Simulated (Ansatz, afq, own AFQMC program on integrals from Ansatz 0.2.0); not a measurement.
## CH2N, doublet, reference energies and how methods fare

```xyz
4

N     0.0000    0.0000    0.5108
C     0.0000    0.0000   -0.7748
H     0.0000    0.8569    1.0670
H     0.0000   -0.8569    1.0670
```

Geometry: a PBE0/def2-TZVP stationary point, not shown to be a minimum. Basis cc-pVDZ. Only valence electrons are correlated. Integrals, coupled cluster, full CI and functionals: Ansatz 0.2.0; the random walks run on the same integrals in our own AFQMC program. The CISD trial takes its coefficients from CCSD amplitudes. Released means that phaseless walkers are propagated on without the constraint, phases kept. Error bars are statistical, one sigma.

Best estimates are CCSD(T) at the basis-set limit (def2-TZVPP/QZVPP) plus the step from CCSD(T) to the highest rung at hand in cc-pVDZ, named in the table (released AFQMC can keep some 10 meV of bias). No zero-point, core-correlation or spin–orbit terms. Other levels are in cc-pVDZ, the functionals in def2-TZVP; a dash marks a level that is missing or breaks spin symmetry for a member.

Cautions: CH₂N⁺ (singlet): restricted determinant unstable towards unrestricted (UHF 30 meV lower, ⟨S²⟩ 0.19).

```
                         process  best estimate (kJ/mol)  highest rung
to charge +1, singlet (vertical)                     804      CCSDT(Q)
                   to free atoms                    1310      CCSDT(Q)
```

Errors against the best estimates in kJ/mol, the processes numbered in the order above:

```json
{"level": "MP2", "error, 1": "-34", "error, 2": "-128"}
{"level": "CCSD(T)", "error, 1": "-41", "error, 2": "-138"}
{"level": "ph-AFQMC/CISD", "error, 1": "-43 ± 0.7", "error, 2": "-137 ± 0.5"}
{"level": "CCSD(T)/CBS", "error, 1": "0", "error, 2": "-2"}
{"level": "PBE", "error, 1": "19", "error, 2": "66"}
{"level": "r2SCAN", "error, 1": "32", "error, 2": "7"}
{"level": "PBE0", "error, 1": "25", "error, 2": "17"}
{"level": "B3LYP", "error, 1": "26", "error, 2": "21"}
{"level": "wB97M-V", "error, 1": "-5", "error, 2": "16"}
{"level": "B2PLYP", "error, 1": "8", "error, 2": "-6"}
```

Cost at the first geometry (cards were shared with other jobs): PBE0/cc-pVDZ, 0.48 s on 1 thread of AMD EPYC 7R13 Processor (Zen 3), on a shared host; UCCSD(T)/cc-pVDZ, 5.5 s on 1 × NVIDIA H100 80GB HBM3 with 1 thread of AMD EPYC 7R13 Processor (Zen 3) (shared host); CCSD(T)/def2-QZVPP, 8 s on 1 × NVIDIA H100 80GB HBM3 with 1 thread of AMD EPYC 7R13 Processor (Zen 3), with other jobs on the host; CCSDT(Q), 8.5 s on 1 × NVIDIA H100 80GB HBM3 with 1 thread of AMD EPYC 7R13 Processor (Zen 3), with other jobs on the host; ph-AFQMC/CISD with release, 43 s on 1 × NVIDIA H100 80GB HBM3 with 2 threads of AMD EPYC 7R13 Processor (Zen 3) (shared host).

Best estimates are given only where the step beyond CCSD(T) is under 0.3 eV and no member's determinant is very poor (T1 over 0.05, or 0.07 for open shells, ⟨S²⟩ too high by 0.3, two states mixed), so the hardest cases are missing from such tables.

The functionals ran in a triple-zeta set and keep a basis error of their own, a few kJ/mol for each bond in atomization energies and more for double hybrids, so close places among them and the extrapolated levels can swap.

CCSDT and higher add their correlation energy to the determinant of the CCSD(T) run, since their own runs factorise the integrals more tightly (a shift of under 2 meV). Each member of a difference takes its own highest rung, so a best estimate needn't equal the limit plus the step of one row. A walk keeps the symmetry of its determinant, which the program's search chose and which needn't be the lowest solution, so a lower state of the same spin and another symmetry isn't excluded.
